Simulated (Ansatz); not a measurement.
```yaml
crystal:
  periodic: [false, false, false]
  atoms:
    - {symbol: Hf, position_ang: [0.000000, 0.000000, -0.421349]}
    - {symbol: Cl, position_ang: [0.000000, 1.976000, 1.060651]}
    - {symbol: Cl, position_ang: [0.000000, -1.976000, 1.060651]}
basis:
  gaussian: {orbitals: def2-TZVP}
hamiltonian: {xc: pbe0}
relax: {f_tol: 0.004, max_steps: 80}
```

```sh
$ ansatz run in.yaml --threads 1 --pin off --events-out ev --progress --plain --max-ram 2176MiB
```

Steps of the relaxation (energy above the last step; positions in Å, forces in eV/Å):

```
3
step 1, 717.6 meV
Hf    0.000    0.000   -0.421    0.000    0.000    3.143
Cl    0.000    1.976    1.061    0.000   -1.517   -1.572
Cl    0.000   -1.976    1.061    0.000    1.517   -1.572
```

```
3
step 2, 212.6 meV
Hf    0.000    0.000   -0.227    0.000    0.000   -0.532
Cl    0.000    1.912    0.963    0.000    0.894    0.266
Cl    0.000   -1.912    0.963    0.000   -0.894    0.266
```

```
3
step 3, 95.7 meV
Hf    0.000    0.000   -0.142    0.000    0.000    0.366
Cl    0.000    2.044    0.921    0.000    0.038   -0.183
Cl    0.000   -2.044    0.921    0.000   -0.038   -0.183
```

```
3
step 6, 0.0 meV
Hf    0.000    0.000    0.270    0.000    0.000   -0.007
Cl    0.000    2.272    0.715    0.000    0.011    0.004
Cl    0.000   -2.272    0.715    0.000   -0.011    0.004
```

```
3
step 7, 0.0 meV
Hf    0.000    0.000    0.260    0.000    0.000    0.001
Cl    0.000    2.269    0.720    0.000    0.001    0.000
Cl    0.000   -2.269    0.720    0.000   -0.001    0.000
```

Close pairs at the end: Hf1–Cl2 2.316 Å, Hf1–Cl3 2.316 Å.

A stationary point of restricted PBE0 after 7 steps (its stability towards spin polarisation wasn't tested); no frequencies were run, so it isn't proven a minimum. 47 s on 1 thread of AMD EPYC 7R43, shared host.
